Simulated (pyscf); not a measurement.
Thermochemistry of product channels of `[Li]` [doublet] + `[CH4]` on the doublet surface, in kJ/mol, from ωB97M-D3(BJ)/def2-TZVP energies (ideal gas, 1 atm, RRHO with modes under 100 cm⁻¹ raised to 100, one conformer, R ln 2 for chiral ones without a mode under 150 cm⁻¹). Single points on ωB97X-D3(BJ)/def2-SVP structures (PySCF, gas phase).

| products | ΔE | ΔH(298 K) | ΔG(900 K) | ΔG(1200 K) |
|---|---|---|---|---|
| `[Li][CH2]` [doublet] + `[H][H]` | +234.1 | +201.4 | +162.2 | +145.8 |
| `[Li][CH3]` + `[H]` [doublet] | +256.1 | +228.1 | +208.1 | +197.9 |

These are energies of the channels, which say nothing of barriers.
